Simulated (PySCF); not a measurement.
# PH (SMILES [PH]): UCISD/ccECP-cc-pVDZ (core potential)

What is the vertical ionisation energy of PH at UCISD/ccECP-cc-pVDZ (core potential)? The job is set up through a Python script.

The calculation is run with PySCF 2.14.0.

6 further runs of the same task are left out: 6 set aside as unsound or not needed.

### 1 Starting point

The species is PH (2 atoms), meant as a triplet with charge 0. SMILES: `[PH]`. Geometry: relaxed at GFN2-xTB.

Bond lengths: P1–H2 1.399 Å.

### 2 The energy at UCISD/ccECP-cc-pVDZ (core potential)

calc.py

```python
from pyscf import gto, ci

mol = gto.M(
    atom=[
    ('P', (0.000000, 0.000000, 0.000000)),
    ('H', (0.000000, 0.000000, 1.399070)),
],
    verbose=3,
    ecp={'P': 'ccecp', 'H': 'ccecp'},
    spin=2,
    max_memory=1860,
    basis='ccecp-cc-pvdz',
)

mf = mol.UHF()
mf.conv_tol = 1e-10
mf.kernel()
if not mf.converged:
    mf = mf.newton().run(mf.mo_coeff, mf.mo_occ)

cisd = ci.CISD(mf)
cisd.kernel()
e_tot = cisd.e_tot
print('Final energy', e_tot)
```

Command:

```console
$ OMP_NUM_THREADS=1 python calc.py
```

Standard output:

```text
WARN: HOMO -0.172944057345897 >= LUMO -0.172944057345898

converged SCF energy = -6.91339083338331  <S^2> = 2.022011  2S+1 = 3.0146383
E(UCISD) = -7.013638010400724  E_corr = -0.1002471770174159
Final energy -7.013638010400724
```

Wall time 0.95 s (1 thread of Arm Neoverse V1, shared host); peak memory 0.12 GiB.

### 3 The doublet cation, same level

start.xyz

```xyz
2
HP
P      0.000000     0.000000     0.000000
H      0.000000     0.000000     1.399070
```

job.py

```python
from pyscf import gto, ci

system = gto.M(
    atom='start.xyz',
    ecp={'P': 'ccecp', 'H': 'ccecp'},
    basis='ccecp-cc-pvdz',
    max_memory=1860,
    spin=1,
    charge=1,
    verbose=3,
)

mf = system.UHF()
mf.conv_tol = 1e-10
mf.kernel()
if not mf.converged:
    mf = mf.newton().run(mf.mo_coeff, mf.mo_occ)

cisd = ci.CISD(mf)
cisd.kernel()
etot = cisd.e_tot
print('E(%s) = %.9f' % ('CISD', etot))
```

Command:

```console
$ OMP_NUM_THREADS=1 python job.py
```

Standard output:

```text
converged SCF energy = -6.55277889320654  <S^2> = 0.76300558  2S+1 = 2.0129636
E(UCISD) = -6.646715562566665  E_corr = -0.09393666936012787
E(CISD) = -6.646715563
```

It took 0.89 s on 1 thread of Arm Neoverse V1, shared host; peak memory 0.12 GiB.

### 4 Summary of results

At UCISD/ccECP-cc-pVDZ (core potential):

```
                                                                  quantity        value
                                                  triplet PH: total energy  -7.01364 Eh
                          triplet PH: dipole moment (Hartree–Fock density)       0.79 D
    triplet PH: HOMO energy (Hartree–Fock orbitals) (highest over α and β)    -10.46 eV
     triplet PH: LUMO energy (Hartree–Fock orbitals) (lowest over α and β)      1.56 eV
                                            triplet PH: correlation energy   -100.2 mEh
                             triplet PH: ⟨S²⟩ of the reference determinant        2.022
                                              doublet cation: total energy  -6.64672 Eh
doublet cation: HOMO energy (Hartree–Fock orbitals) (highest over α and β)    -19.40 eV
 doublet cation: LUMO energy (Hartree–Fock orbitals) (lowest over α and β)     -9.21 eV
                                        doublet cation: correlation energy    -93.9 mEh
                         doublet cation: ⟨S²⟩ of the reference determinant        0.763
                        vertical ionisation energy (to the doublet cation)     9.984 eV
```

The vertical ionisation energy comes to 9.98 eV (963 kJ/mol).
